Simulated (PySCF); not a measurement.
Species: cyclopropanecarboxamide, C4H7NO.
Bonds: N1–C2, C2–O3 (double), C2–C4, C4–C5, C5–C6, C4–C6. Hydrogens: H7, H8 on N1; H9 on C4; H10, H11 on C5; H12, H13 on C6.

Computed with PySCF 2.14.0, PBE0-D3(BJ)/def2-TZVP geometry optimisation, gas phase.

(1) Give the optimised bond lengths and angles.

Answers

(1) 
| bond | length (Å) | order |
| --- | --- | --- |
| N1–C2 | 1.356 | single |
| C2=O3 | 1.216 | double |
| C2–C4 | 1.488 | single |
| C4–C5, C4–C6 | 1.506 | single |
| C5–C6 | 1.483 | single |
| N1–H7 | 1.005 | single |
| N1–H8 | 1.002 | single |
| C4–H9 | 1.084 | single |
| C5–H10, C6–H13 | 1.082 | single |
| C5–H11, C6–H12 | 1.082 | single |

Bonds in one row agree within 0.01 Å and their mean is given. Orders are formal, as drawn. A selection of angles:
| angle | degrees |
| --- | --- |
| C2–N1–H7 | 118.3 |
| C2–N1–H8 | 122.2 |
| H7–N1–H8 | 119.5 |
| N1–C2–O3 | 122.2 |
| N1–C2–C4 | 115.2 |
| O3–C2–C4 | 122.6 |
| C2–C4–C5 | 116.7 |
| C2–C4–H9 | 117.1 |
| C5–C4–C6 | 59.0 |
| C5–C4–H9 | 117.4 |
| C4–C5–C6 | 60.5 |
| C4–C5–H10 | 115.5 |
| C4–C5–H11 | 117.1 |
| C6–C5–H10 | 117.2 |
| C6–C5–H11 | 118.9 |
| H10–C5–H11 | 116.0 |
| C4–C6–C5 | 60.5 |

Torsions: N1–C2–C4–C5 146° (anticlinal); C2–C4–C5–C6 106° (anticlinal); C2–C4–C6–C5 -107° (anticlinal).

N1 (amide nitrogen) is planar (angles 122.2°, 119.5° and 118.3°, sum 360.0°, 0.01 Å off the plane of its three neighbours). The 3-membered ring C4–C5–C6 has internal angles of 59.0° to 60.5°. Of the pairs four or more bonds apart, O3···H13 is among the closest relative to their van der Waals radii: 2.61 Å, 96 % of the sum of Bondi's values. The C–C distances run from 1.483 Å (C5–C6, drawn single) to 1.506 Å (C4–C6, drawn single), a spread of 0.023 Å.

Point group: Cs (every atom within 0.08 Å of its image). PBE0-D3(BJ)/def2-TZVP frequencies: not computed here. The numbers are those of one conformer (H–N1–C2–O3 0° and 180°, N1–C2–C4–C5 146°).
